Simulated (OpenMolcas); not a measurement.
## Run times for AlClF (SMILES [F][Al][Cl])

The species is AlClF (3 atoms), meant as a doublet with charge 0. As SMILES, `[F][Al][Cl]`. The Al2–Cl3 distance was set to 5.129 Å, away from the relaxed value. At this shape a bond of the SMILES string is far longer than usual.

```xyz
3

F    -3.7603    1.8206   -1.8734
Al   -2.9931    0.3696   -1.6009
Cl    1.4371   -0.7940    0.7060
```

Program: OpenMolcas 26.06. Hardware: 1 thread of Arm Neoverse V2, shared host, so times are rough. Two-electron integrals are exact unless an approximation is named.

(1) Estimate their order by wall time, quickest first.
A. energy at UPBE/STO-3G, grid UltraFine
B. energy at U-r2SCAN/STO-3G, grid UltraFine
C. energy at UHF/STO-3G

Results:

(1) C (1.8 s), B (18 s), A (45 s).
